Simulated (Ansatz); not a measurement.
This Ansatz (an electronic-structure program) input (MP2/cc-pwCVQZ) gives -116.39232 Eh with 372 basis functions. A basis named .json is the Basis Set Exchange file of that set (core-valence sets with the plain set on hydrogen).

Ansatz 0.2 input:
```yaml
crystal:
  periodic: [false, false, false]
  atoms:
    - {symbol: C, position_ang: [-0.00541272, 0.00514807, 0.86088345]}
    - {symbol: C, position_ang: [-0.00020344, -0.64634739, -0.49579893]}
    - {symbol: C, position_ang: [0.00648613, 0.64037189, -0.50345144]}
    - {symbol: H, position_ang: [0.90225350, 0.00400638, 1.46236727]}
    - {symbol: H, position_ang: [-0.92057007, 0.01341463, 1.45085018]}
    - {symbol: H, position_ang: [-0.00162276, -1.57792247, -1.03216063]}
    - {symbol: H, position_ang: [0.01471952, 1.56546606, -1.05085530]}
basis:
  gaussian:
    orbitals: cc-pwCVQZ.json
magnetization: {spin_polarized: false}
correlation: {method: mp2, electrons: outside_noble_gas}
```

Change:
```diff
- correlation: {method: mp2, electrons: outside_noble_gas}
+ correlation: {method: mp2, frozen_orbitals: {C: 0, H: 0}}
```

Task: What does the run give now?

Result: -116.54757 Eh (MP2/cc-pwCVQZ, 372 functions), a change of -155.25 mEh.
